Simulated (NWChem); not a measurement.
System: F cation, triplet

All runs: NWChem. Spin-unrestricted. The open p shell is one determinant without spherical averaging. No stability test was run on the SCF state.

### Question
Estimate the computed values for LC-BLYP (range parameter 0.33 per bohr)/def2-TZVP. Quantities: highest occupied level (eV); lowest empty minus highest occupied level, either spin (eV); <S²>.

### Answer
- highest occupied level (eV) = -31.02
- lowest empty minus highest occupied level, either spin (eV) = 9.95
- <S²> = 2.00
